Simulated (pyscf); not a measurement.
SnH₃• + SnH₄ -> H₃Sn–SnH₃ + H•, a substitution at Sn (doublet surface; H–Sn broken, Sn–Sn formed). Optimised with ωB97X-D3(BJ)/def2-SVP in PySCF. Energies in kcal/mol from the separated reactants.

Small-basis levels: PySCF, no dispersion term, spherical d functions. Open shells are spin-unrestricted. 

Task: Quick BP86/6-31G*+LANL2DZ single points give ΔE‡ = 19.4 kcal/mol and ΔE = +23.3 kcal/mol. What does ωB97M-D3(BJ)/def2-TZVP give, and how far is the quick result from it?

Result: ωB97M-D3(BJ)/def2-TZVP gives ΔE‡ = 21.7 kcal/mol and ΔE = +20.2 kcal/mol. BP86/6-31G*+LANL2DZ lies 2.2 kcal/mol under it in the barrier and 3.1 kcal/mol over it in the reaction energy, so on this step it does not hold to within 3.0 kcal/mol. At BP86/6-31G*+LANL2DZ this geometry lies under one side, so its ΔE‡ may be no barrier of that level. ωB97M-D3(BJ)/def2-TZVP has limits of its own. This is the saddle that the search found; another between the same sides may lie lower. The angle at the attacked Sn is 60° (front-side attack). In the def2 sets elements past Kr carry core potentials, without spin-orbit coupling.
